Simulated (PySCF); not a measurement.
3-chloro-2-methylpropene, C4H7Cl.
Bonds: C1–C2 (double), C2–C3, C2–C4, C4–Cl5. Hydrogens: H6, H7 on C1; H8, H9, H10 on C3; H11, H12 on C4.

The same species was optimised twice, with GFN2-xTB and with PBE0-D3(BJ)/def2-SVP (PySCF), and the same property calculations (PySCF, gas phase) were run on both structures.

```csv
coordinate,GFN2-xTB,PBE0-D3(BJ)/def2-SVP,change
C1–H6 (Å),1.076,1.093,+0.017
C1–H7 (Å),1.077,1.094,+0.017
C1=C2 (Å),1.324,1.338,+0.014
C3–H10 (Å),1.090,1.103,+0.013
C3–H8 (Å),1.089,1.101,+0.012
C3–H9 (Å),1.086,1.098,+0.012
C4–H12 (Å),1.090,1.101,+0.011
C4–H11 (Å),1.089,1.097,+0.008
C2–C4 (Å),1.495,1.497,+0.002
C4–Cl5 (Å),1.800,1.801,+0.001
C2–C3 (Å),1.497,1.497,0.000
C2–C4–Cl5 (°),109.8,112.1,+2.3
H11–C4–H12 (°),110.4,109.0,-1.4
C1–C2–C4 (°),121.4,120.0,-1.4
C3–C2–C4 (°),115.3,116.6,+1.3
H8–C3–H10 (°),107.8,106.8,-1.0
H6–C1–H7 (°),116.4,117.3,+0.9
C2–C3–H10 (°),110.0,110.8,+0.8
C2–C4–H12 (°),111.9,111.2,-0.7
C1–C2–C4–Cl5 (°),-107,-120,-13
```

Rotational constants: A = 6975, B = 2463, C = 2096 MHz (GFN2-xTB) against A = 7165, B = 2412, C = 2018 MHz (PBE0-D3(BJ)/def2-SVP). Point groups within 0.08 Å: C1 and C1.

On the GFN2-xTB structure: HOMO (eV) -7.62 [PBE0/pcSseg-1]; LUMO (eV) -0.29 [PBE0/pcSseg-1]; dipole (D) 1.98 [PBE0/pcSseg-1]; GIAO shielding of C1 (ppm) 64.3 [PBE0/pcSseg-1]; GIAO shielding of C2 (ppm) 35.0 [PBE0/pcSseg-1]; GIAO shielding of C3 (ppm) 164.0 [PBE0/pcSseg-1]; GIAO shielding of C4 (ppm) 131.3 [PBE0/pcSseg-1]; GIAO shielding of Cl5 (ppm) 824.7 [PBE0/pcSseg-1].

Question: What do these properties become on the PBE0-D3(BJ)/def2-SVP structure?

Answer: 
```csv
property,level,on GFN2-xTB,on PBE0-D3(BJ)/def2-SVP,change
HOMO (eV),PBE0/pcSseg-1,-7.62,-7.61,+0.01
LUMO (eV),PBE0/pcSseg-1,-0.29,-0.30,-0.01
dipole (D),PBE0/pcSseg-1,1.98,1.96,-0.02
"energy, GFN2-xTB geometry as zero (kcal/mol)",PBE0/pcSseg-1,0.0,-0.5,-0.5
GIAO shielding of C1 (ppm),PBE0/pcSseg-1,64.3,61.1,-3.2
GIAO shielding of C2 (ppm),PBE0/pcSseg-1,35.0,32.8,-2.2
GIAO shielding of C3 (ppm),PBE0/pcSseg-1,164.0,162.8,-1.2
GIAO shielding of C4 (ppm),PBE0/pcSseg-1,131.3,128.8,-2.5
GIAO shielding of Cl5 (ppm),PBE0/pcSseg-1,824.7,840.2,+15.5
```

The heavy atoms differ by 0.087 Å rms after alignment. Among all bonds C1–H6 and C1–H7 change most and about equally (+0.017 Å). Changes are differences of the printed values. Neither structure is proved a minimum here.

Shape of the structure used: `[CH2:1]=[C:2]([CH3:3])[CH2:4][Cl:5]`: C1–C2–C4–Cl5 -120°.
